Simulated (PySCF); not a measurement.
tetrafluoromethane (CF₄), SMILES FC(F)(F)F.

Geometry optimised at PBE-D3(BJ)/def2-SVP.

All values below come from PBE-D3(BJ)/def2-SVP (PySCF).

Harmonic, unscaled wavenumbers; measured fundamentals usually lie a few per cent lower.

Modes within 1.5 cm⁻¹ of each other (mostly degenerate sets) share a row, with their intensities summed.

Computed normal modes with their intensities:
| mode | ν (cm⁻¹) | IR (km/mol) | moving atoms (share of kinetic energy) |
|---|---|---|---|
| 1–2 | 420 | 0.0 | F 100 % |
| 3–5 | 608 | 10.0 | F 93 % |
| 6 | 885 | 0.0 | F 100 % |
| 7–9 | 1254 | 1250.7 | C 79 %, F 21 % |
